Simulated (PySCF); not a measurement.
Simulated outer-valence photoelectron spectrum of `F[C@@H]1C=C[C@H]1F`. The calculation used EOM-IP-CCSD/aug-cc-pVDZ in PySCF, restricted Hartree–Fock reference, frozen core, non-relativistic, gas phase, PBE0-D3(BJ)/def2-SVP geometry.

Each root has a Gaussian of 0.5 eV full width with its one-hole share as area; cross sections and vibrations are left out, and the highest printed point is 100.

```tsv
ionisation energy (eV)	intensity
10.2	0
10.4	4
10.6	25
10.8	60
11.0	60
11.2	36
11.4	49
11.6	81
11.8	89
12.0	76
12.2	38
12.4	14
12.6	28
12.8	61
13.0	56
13.2	21
13.4	3
13.6	0
13.8	0
14.0	1
14.2	6
14.4	31
14.6	63
14.8	57
15.0	47
15.2	76
15.4	100
15.6	86
15.8	44
16.0	20
16.2	41
16.4	65
16.6	44
16.8	12
17.0	1
```

Problem. Where are the maxima, and how many lines lie under the curve?

Solution. 6 maxima, at 10.9, 11.8, 12.9, 14.7, 15.4 and 16.4 eV, from 8 lines. At this width some lines have no maximum of their own.

Problem. List the lines with their holes.

Solution. 
```
E (eV)  leading hole (HF orbital)  area  Koopmans (eV)
 10.90                       HOMO  0.97          10.88
 11.59                     HOMO-1  0.96          13.01
 11.97                     HOMO-2  0.96          13.42
 12.88                     HOMO-3  0.95          14.54
 14.66                     HOMO-4  0.94          16.99
 15.28                     HOMO-5  0.95          17.04
 15.59                     HOMO-6  0.94          18.15
 16.41                     HOMO-7  0.94          18.69
```

The widest gap, 1.78 eV, lies between 12.88 and 14.66 eV. Only orbitals with −ε under 21 eV, eight at most, were ionised, so the high end of the curve may lack lines.
